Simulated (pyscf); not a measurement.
Optimised with ωB97X-D3(BJ)/def2-SVP in PySCF.

**Question.** H₂N–Zr(OH)(Cl)–Cl → HN=Zr(Cl)–Cl + water (H₂O)
Surface: singlet. Broken: H–N, O–Zr. Formed: H–O. Give ΔE‡ and ΔE from ωB97M-D3(BJ)/def2-TZVP, relative to the reactant's lowest minimum found.

**Answer.** ΔE‡ = 54.6 kcal/mol, ΔE = +79.0 kcal/mol. Zero-point energy shifts the barrier by -2.0 kcal/mol. It is an elimination, with an imaginary mode of 1293i cm⁻¹. On the product side the descent ends in an adduct with a O–Zr contact, 35.6 kcal/mol under the separated species and 8.8 kcal/mol under the saddle at ωB97X-D3(BJ)/def2-TZVP. At ωB97M-D3(BJ) the saddle lies under the separated products, which points to a path from their complex (located at ωB97X-D3(BJ) alone), and parting the products costs more than the saddle. What is counted as broken (O–Zr) persists as a longer contact in the product adduct; parting that adduct is a step of its own. At the saddle there is also a short H–Zr contact that neither side keeps. One saddle was located; it need not be the lowest between these sides. Elements past Kr carry the def2 core potentials, without spin-orbit coupling.
